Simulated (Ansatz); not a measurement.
# LiSi₂H₅ (SMILES [Li][SiH2][SiH3]): functionals against CCSD(T) at one geometry

One table from this session's results is given with a row withheld; the runs are named, their logs left out.

Method: single points in def2-TZVPP; program: Ansatz 0.2.0, Gaussian basis.

Cores are frozen in the correlated methods. The outer core shell of Li, Na, Mg and K is correlated.

### The starting structure

SMILES `[Li][SiH2][SiH3]`, 8 atoms, charge 0, spin multiplicity 1.

Atoms are counted from 1 here; the program's logs count them from 0.

Bond lengths: Li1–Si2 2.484 Å, Si2–Si3 2.302 Å, Si2–H4 1.439 Å, Si2–H5 1.370 Å, Si3–H6 1.567 Å, Si3–H7 1.385 Å, Si3–H8 1.395 Å. Angles: Li1–Si2–Si3 123.1°, Li1–Si2–H4 94.3°, Li1–Si2–H5 111.2°, Si3–Si2–H4 105.1°, Si3–Si2–H5 111.1°, H4–Si2–H5 109.9°, Si2–Si3–H6 94.9°, Si2–Si3–H7 117.4°, Si2–Si3–H8 114.8°, H6–Si3–H7 111.2°, H6–Si3–H8 103.1°, H7–Si3–H8 112.9°.

Geometry (Å):

```tsv
atom	x (Å)	y (Å)	z (Å)
Li1	-2.8018	1.2571	-0.4318
Si2	-0.4227	0.6149	-0.7415
Si3	0.7159	-0.7362	0.7335
H4	-0.6837	-0.2161	-1.8872
H5	0.3380	1.6926	-1.1098
H6	0.7177	0.3110	1.8995
H7	2.0055	-1.1084	0.3916
H8	-0.0319	-1.7913	1.2568
```

Set-up of the first run:

The input, run/in.yaml:

```yaml
crystal:
  periodic: [false, false, false]
  atoms:
    - {symbol: Li, position_ang: [-2.801800, 1.257100, -0.431800]}
    - {symbol: Si, position_ang: [-0.422700, 0.614900, -0.741500]}
    - {symbol: Si, position_ang: [0.715900, -0.736200, 0.733500]}
    - {symbol: H, position_ang: [-0.683700, -0.216100, -1.887200]}
    - {symbol: H, position_ang: [0.338000, 1.692600, -1.109800]}
    - {symbol: H, position_ang: [0.717700, 0.311000, 1.899500]}
    - {symbol: H, position_ang: [2.005500, -1.108400, 0.391600]}
    - {symbol: H, position_ang: [-0.031900, -1.791300, 1.256800]}
basis:
  gaussian: {orbitals: def2-TZVPP}
correlation: {method: ccsd_t}
output: {forces: true}
```

The command line of these runs was not kept.

Steps of the session up to this table: CCSD(T)/def2-TZVPP; PBE0-D4/def2-TZVPP; wB97M-V/def2-TZVPP; r2SCAN-D4/def2-TZVPP; PBE-D4/def2-TZVPP; BLYP-D4/def2-TZVPP; wB97X-V/def2-TZVPP.

One table of the session follows, with a row left open; its other results are not shown here.

| method | RMS force component (eV/Å) | angle to CCSD(T) forces (°) | dipole (D) |
| --- | --- | --- | --- |
| CCSD(T) | 1.358 | reference | 7.01 |
| PBE0-D4 | 1.383 | 2.0 | 6.82 |
| wB97M-V | 1.329 | 1.8 | 6.79 |
| r2SCAN-D4 | ? | ? | ? |
| PBE-D4 | 1.402 | 4.1 | 6.61 |
| BLYP-D4 | 1.342 | 2.1 | 6.46 |
| wB97X-V | 1.391 | 1.1 | 6.94 |

**Question.** Estimate the row for r2SCAN-D4.

As computed: RMS force component (eV/Å): 1.372; angle to CCSD(T) forces (°): 2.0; dipole (D): 6.96. In the column «RMS force component (eV/Å)» it lies between CCSD(T) (1.358) and PBE0-D4 (1.383).
